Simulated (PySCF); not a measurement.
Series: H3E-E'H3. Gas-phase values, no solvent. Strings in code marks are SMILES. In the def2 sets, heavy atoms carry core potentials. All members: neutral, multiplicity 1. Level: PBE-D3(BJ)/def2-TZVP // B3LYP-D3(BJ)/def2-TZVP (PySCF). Delta-SCF ions had no search for a lower state.  The removal energy is E(N − 1 electrons) − E(N electrons) at the parent's geometry; ε(HOMO) is measured against the vacuum level.

```
species         −ε(HOMO) (eV)  vertical ionisation energy (Delta-SCF) (eV)
--------------  -------------  -------------------------------------------
`[SnH3][SnH3]`           6.73                                         9.44
`[GeH3][SnH3]`           6.89                                         9.73
`[SiH3][SnH3]`           6.95                                         9.82
`[GeH3][GeH3]`           7.11                                     withheld
`[SiH3][GeH3]`           7.19                                        10.23
`[SiH3][SiH3]`           7.26                                        10.35
```

### Question
Fit vertical ionisation energy (Delta-SCF) = a + b·x to the 5 complete rows by least squares, with x = −ε(HOMO) in eV. Give a, b and the rms residual, and predict the withheld value.

### Answer
Means of the 5 rows: x̄ = 7.004, ȳ = 9.914 eV. Σ(x − x̄)² = 0.19112 and Σ(x − x̄)(y − ȳ) = 0.32632, so b = 1.707 and a = ȳ − b·x̄ = -2.042 eV. The rms residual is 0.006 eV. At x = 7.11 the line gives 10.09 eV. The run for `[GeH3][GeH3]` gave 10.10 eV, so the line is off by 0.01 eV, within twice the rms residual.

Codes: PySCF.
